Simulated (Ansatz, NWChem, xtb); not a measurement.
## A small benchmark: dipole moment

6 molecules of light elements (H to F); the dipole moment in D, computed less measured. Shapes, held fixed at every level: PBE0-D4/def2-TZVP. No vibrational averaging. Dipoles are compared by magnitude; molecules under 1 D, whose direction can flip, are left out. Programs: Ansatz 0.2.0, NWChem 7.3.0, xtb 6.7.1. Measured values: NIST CCCBDB.

Levels: A = GFN0-xTB; B = HF/def2-SVP; C = B3LYP/6-31G* (Cartesian functions); D = wB97M-V/def2-TZVPP.

```
             molecule  measured      A      B      C      D
          H2O (water)      1.85  -0.01  +0.28  +0.22  +0.09
   CH3N (methanimine)      2.00  +0.90  +0.20  -0.05  +0.01
      CH4O (methanol)      1.70  -0.15  +0.18  -0.03  -0.06
   C2H5F (SMILES CCF)      1.96  +0.41  +0.20  -0.26  -0.09
     C3H3NO (oxazole)      1.50  +3.30  +0.02  +0.05  +0.07
C2H7N (dimethylamine)      1.03  +0.44  +0.06  -0.04  -0.07
```

Question: Which level does best on this set, which worst, and which err to one side?

Answer: 
```
                             level                    kind  mean error  mean absolute error  worst case
                          GFN0-xTB          semi-empirical      +0.815                0.868      C3H3NO
                       HF/def2-SVP            Hartree–Fock      +0.157                0.157         H2O
B3LYP/6-31G* (Cartesian functions)           global hybrid      -0.018                0.108       C2H5F
                wB97M-V/def2-TZVPP  range-separated hybrid      -0.008                0.065         H2O
```

On this set wB97M-V/def2-TZVPP has the smallest mean absolute error and GFN0-xTB the largest. GFN0-xTB is too high in 4 of 6; HF/def2-SVP is too high in 6 of 6. The levels differ in basis as well as in method. The set is small.
